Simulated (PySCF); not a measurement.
Compound: C5H9N.
SMILES: `C#CC[C@H](C)N`

Torsions of this conformer, `[CH:1]#[C:2][CH2:3][C@H:4]([CH3:5])[NH2:6]`: C2–C3–C4–C5 -172°, H–N6–C4–C3 -57°, H–N6–C4–C3 -177°.

The closed-shell ground state was solved at several levels (PySCF, density fitting, gas phase, non-relativistic). Geometry: GFN2-xTB, one conformer, isolated molecule.

```tsv
level	basis functions	total energy (Eh)	HOMO (eV)	LUMO (eV)	gap (eV)	dipole (D)
PBE0/pcSseg-1	147	-250.2925	-6.85	1.13	7.98	1.22
PBE0/def2-SVPD	192	-250.1577	-6.97	0.67	7.64	1.15
```

(1) Estimate the row for CAM-B3LYP/def2-SVPD, a basis of 192 functions; the other rows only guide the guess.

(2) Over all these levels, which gives the widest orbital gap and which the narrowest?

(3) How far do the dipole and the HOMO energy spread over the levels?

## Answers

(1) Total energy -250.3194 Eh, HOMO -8.43 eV, LUMO 1.33 eV, gap 9.76 eV, dipole 1.17 D.

(2) CAM-B3LYP/def2-SVPD (range-separated hybrid) has the widest, 9.76 eV, and PBE0/def2-SVPD (global hybrid, 25 % exact exchange) the narrowest, 7.64 eV. The two share the basis. From the narrowest to the widest the HOMO moves by -1.46 eV and the LUMO by +0.66 eV.

(3) The dipole runs from 1.15 to 1.22 D (mean 1.18 D) and the HOMO from -8.43 to -6.85 eV.
